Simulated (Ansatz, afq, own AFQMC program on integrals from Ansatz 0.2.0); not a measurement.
**NH2Cl, triplet: AFQMC among the cluster methods**

```yaml
atoms:
  - { symbol: Cl, position_ang: [-1.9903, 0.2511, 0.0000] }
  - { symbol: H, position_ang: [-0.2443, 0.2511, 0.0000] }
  - { symbol: N, position_ang: [0.9827, 0.2511, 0.0000] }
  - { symbol: H, position_ang: [1.2518, -0.7532, 0.0000] }
```

Connectivity, by distances: Cl ··· NH2.

Basis cc-pVTZ. Noble-gas cores (and the filled d shells of Ga–Kr and In–Xe) are frozen. Ansatz 0.2.0 and our own AFQMC program on the same integrals; the CISD trial comes from CCSD amplitudes, and released means the phaseless constraint is let go. ± is one standard error of the sampling.

Determinant: UHF, the one that the program's search chose, which needn't be the lowest solution. The geometry is a point of a scan.

No full CI on the walks' own integrals is used here. The released AFQMC energy serves as the reference, which it does only where one determinant dominates, the energy is flat over the last release times and near the phaseless one (40 meV or 2 meV an electron, half that with transition metals). On small molecules, where full CI could be run and the noise was under 10 meV, such values lay within 10 meV of it in 19 cases of 20, a flattering rate, since the rule was set on those same cases; what remains of the bias isn't in the error bar.

Cautions: lower spins were not checked; unrestricted determinant slightly spin contaminated (⟨S²⟩ 2.09 against 2.00); the released value is read at 1.62 1/Eh, later times being too noisy (meV from the phaseless value at times in 1/Eh: -13 ± 7 at 0.24, -31 ± 7 at 0.51, -43 ± 7 at 0.99, -30 ± 8 at 1.62, -55 ± 12 at 2.40).

```
T1 diagnostic                               : 0.0219
weight of the determinant in the CISD state : 0.855
⟨S²⟩ of the determinant                     : 2.092
size of the correlated space                : 14 electrons in 86 orbitals
```

```csv
level,correlation energy (eV)
MP2,-9.7119
CCSD,-10.8413
CCSD(T),-11.2481
```

Q: Estimate where phaseless AFQMC with a CISD trial lies against CCSD(T) on the same integrals.

A: 1.0 ± 0.5 kJ/mol below CCSD(T). The gap is under twice the noise, so this walk alone can't tell the two apart.

Reference: AFQMC with the constraint released, correlation energy -11.289 ± 0.008 eV.

```tsv
level	E − E(reference) (kJ/mol)	share of correlation (%)
CCSD(T)	3.9 ± 0.8	99.64
ph-AFQMC/CISD	2.9 ± 0.9	99.73
```

A walk keeps the symmetry of its determinant, which the program's search chose and which needn't be the lowest solution, so a lower state of the same spin and another symmetry isn't excluded. Released energies are given only where the last usable release times agree within the noise; a slower fall can still hide under it.
